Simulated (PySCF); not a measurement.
**Nuclear quadrupole coupling in `C[NH2+]C1CCC1`**

C₅H₁₂N (charge +1).
Geometry (PBE0-D3(BJ)/def2-SVP, Å), atoms numbered from 1 in this order:
```
atom  x, y, z in Å
C1     2.136   -0.694    0.271
N2     1.102   -0.030   -0.562
C3    -0.139    0.362    0.178
C4    -1.037   -0.762    0.701
C5    -2.238    0.123    0.304
C6    -1.308    0.911   -0.644
H7     1.708   -1.609    0.698
H8     2.430   -0.011    1.078
H9     3.006   -0.939   -0.350
H10    0.831   -0.652   -1.336
H11    1.498    0.805   -1.014
H12    0.183    1.052    0.972
H13   -0.977   -1.660    0.063
H14   -0.922   -1.065    1.751
H15   -2.587    0.740    1.143
H16   -3.104   -0.380   -0.146
H17   -1.416    2.002   -0.712
H18   -1.326    0.488   -1.662
```

Field gradients from the PBE0/pcSseg-1 density (PySCF, non-relativistic), principal values in atomic units, ordered |Vxx| ≤ |Vyy| ≤ |Vzz|:

```tsv
atom	Vxx	Vyy	Vzz
N2	-0.0129	-0.0446	0.0576
```

**Question.** Find the asymmetry η = (Vxx − Vyy)/Vzz and the couplings χ = eQV/h (234.96 MHz × Q in barn × V in au), with Q(14N) = 0.02044 b.

**Answer.** 
```json
{"atom": "N2", "environment": "ammonium nitrogen", "nucleus": "14N", "η": "0.55", "χzz (MHz)": "0.277", "χxx (MHz)": "-0.062", "χyy (MHz)": "-0.214"}
```

**Question.** What is Vzz at N2 in SI units (1 au = 9.71736 × 10²¹ V/m²)?

**Answer.** 0.0576 au = 0.559 × 10²¹ V/m².

**Question.** And the gradient at the other heavy atoms, for which no coupling is worked out here?

**Answer.** 
```json
{"atom": "C1", "environment": "N-methyl carbon", "Vzz (au)": "0.465", "η": "0.01"}
{"atom": "C3", "environment": "sp3 carbon bound to nitrogen", "Vzz (au)": "0.489", "η": "0.02"}
{"atom": "C4", "environment": "four-membered-ring carbon", "Vzz (au)": "0.130", "η": "0.59"}
{"atom": "C5", "environment": "four-membered-ring carbon", "Vzz (au)": "-0.142", "η": "0.61"}
{"atom": "C6", "environment": "four-membered-ring carbon", "Vzz (au)": "0.132", "η": "0.60"}
```

Were the hydrogens deuterons (Q(2H) = 0.00286 b), χzz would run from 184 kHz (H12) to 220 kHz (H11 and H10).

The structure is a single PBE0-D3(BJ)/def2-SVP conformer in the gas phase; no vibrational or solvent corrections. The basis is small and wasn't made for field gradients, so the couplings can be 20 % off.

These values come from a run that also computed NMR shieldings. Time: 16 s of wall time. Hardware: an Arm Neoverse V2 with one thread, no GPU, on a shared host.
